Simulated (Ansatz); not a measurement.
Basis-set extrapolation for C2H2FNS (`FC1(S)C=N1`) (PBE0-D4/def2-TZVP geometry, frozen core, the Gaussian-basis code of Ansatz). Multiplicity 1, RHF reference.

```json
{"": "HF", "def2-TZVPP": "-628.333777", "def2-QZVPP": "-628.355078"}
{"": "MP2 correlation", "def2-TZVPP": "-0.928482", "def2-QZVPP": "-1.002135"}
{"": "CCSD(T) correlation", "def2-TZVPP": "-0.993626", "def2-QZVPP": "not run"}
```

Energies in hartree. Use E(X) = E(∞) + A·exp(−7.88·√X) for Hartree–Fock and E(X) = E(∞) + B·X^(−2.97) for correlation, with X = 3 and 4, and add CCSD(T) minus MP2 of the smaller set to the MP2 limit.

Problem. What is the CCSD(T) energy at the basis-set limit?

Solution. HF limit: -628.355078 + (-0.021301) × 0.13774 = -628.35801. MP2 limit: -1.002135 + (-0.073653) × 0.74074 = -1.05669. Higher-order term: -0.993626 − (-0.928482) = -0.06514. Total: -629.47984 hartree, 400.2 kJ/mol below CCSD(T)/def2-TZVPP.
